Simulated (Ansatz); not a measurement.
Geometry optimisation, RKS r2SCANh-D4/6-31G* in Ansatz.

Input file:

```yaml
crystal:
  periodic: [false, false, false]
  atoms:
    - { symbol: B, position_ang: [0.374764, -0.012324, 0.056755] }
    - { symbol: O, position_ang: [0.558173, -0.123598, 1.411312] }
    - { symbol: H, position_ang: [-0.284333, -0.209906, 1.87992] }
    - { symbol: H, position_ang: [1.323099, 0.101565, -0.650846] }
    - { symbol: Cl, position_ang: [-1.254503, -0.037136, -0.635541] }
basis:
  gaussian: { orbitals: "6-31G*" }
hamiltonian:
  xc: r2scanh
  dispersion: d4
relax:
  f_tol: 0.03
  max_steps: 50
output:
  orbitals: {}
```

Launched with:

```bash
$ ansatz run input.yaml --threads 1 --pin off --max-ram 2048MiB --backend cpu --events-out ev --progress --plain --runs-dir out
```

Task: Where does it end, and by what steps?

Result: The run converged. After 3 steps the energy has fallen by 0.019 eV; O2 moved furthest, 0.02 Å.

```tsv
step	energy less start (eV)	largest force component (eV/Å)	accepted
0	0.0000	1.207	yes
1	-0.0150	0.534	yes
2	-0.0185	0.083	yes
3	-0.0189	0.029	yes
```

```xyz
5
Properties=species:S:1:pos:R:3
B 0.375 -0.013 0.069
O 0.553 -0.122 1.394
H -0.277 -0.210 1.884
H 1.317 0.101 -0.644
Cl -1.252 -0.036 -0.641
```

Whether the end is a true minimum wasn't checked by a vibrational analysis.

Time of the run: 12 s on 1 thread of Arm Neoverse V1, on a shared host, peak memory 0.13 GiB.
